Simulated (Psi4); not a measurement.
Reaction (SMILES): C(F)=C → C=[C-]F + H+
B3LYP-D3(BJ)/def2-TZVP geometries, fixed; electronic energies without zero-point terms.
Largest species:
```xyz
6

C      0.0048     0.4339    -0.0020
C      1.1838    -0.1536     0.0049
F     -1.1460    -0.2672    -0.0028
H     -0.1758     1.5010    -0.0077
H      1.2800    -1.2303     0.0104
H      2.0778     0.4520     0.0052
```
Charge 0, spin multiplicity 1.

Effect of the grid (radial, spherical points) at B3LYP/cc-pVTZ with Psi4, against the last row, where the deprotonation energy is 405.48 kcal/mol. The proton leaves the site shown, which need not be the most acidic. Cost is core time over that of grid: 35, 110, rough, on shared machines of one kind.

| setting | grid points, largest species | largest shift of a total energy (mEh) | shift of the deprotonation energy (kcal/mol) | cost |
|---|---|---|---|---|
| grid: 35, 110 | 22560 | -0.249 | 0.230 | 1× |
| grid: 50, 194 | 56871 | 0.071 | 0.035 | 1× |
| grid: 75, 302 | 130594 | 0.007 | 0.004 | 2× |
| grid: 99, 590 | 335330 | 0.000 | 0.000 | 3× |
| grid: 150, 974 | 834714 | 0.000 | 0.000 | 6× |

Within 0.05 kcal/mol in the deprotonation energy: grid: 50, 194; grid: 75, 302; grid: 99, 590. The largest shift is 0.249 mEh in a total energy and 0.230 kcal/mol in the difference.
